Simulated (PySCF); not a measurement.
## Vibration and rotation of PN

RHF-CCSD(T) constants of PN, ¹Σ⁺ (singlet), closed shell (PySCF, no relativity, basis sets P pcseg-1, N pcseg-1; masses 30.9738 and 14.0031 u):

| Item | Value |
| --- | --- |
| ωe | 1312.2 cm⁻¹ |
| ωexe | 7.04 cm⁻¹ |
| Be | 0.76548 cm⁻¹ |
| αe | 0.00546 cm⁻¹ |
| D (centrifugal) | 1.04e-06 cm⁻¹ |
| De to P + N | 5.28 eV |

Estimate the standard entropy (1 bar) and heat capacity of the ideal gas at 298.15 K, rigid rotor with B0 and harmonic oscillator at the fundamental.

Translation (Sackur–Tetrode, M = 44.98 u): 156.3 J/(mol K). Rotation: q = kT/(σB0) = 272 with σ = 1, 54.9. Vibration: x = hcν0/kT = 6.26, 0.12. S° = 211.4 J/(mol K); Cp = 7R/2 + 0.62 = 29.7 J/(mol K).

Measured values (Huber and Herzberg, Constants of Diatomic Molecules (1979)): ωe = 1337.24 cm⁻¹, ωexe = 6.983 cm⁻¹, Be = 0.7864854 cm⁻¹, αe = 0.0055364 cm⁻¹.

Correlated steps freeze 6 core orbitals. Correlated levels converge slowly with the basis: in double zeta they bind strong bonds too weakly, by up to about 1 eV, and carry superposition errors of some tenths. Where the molecule has an RHF reference, its open-shell atoms are computed with UHF.
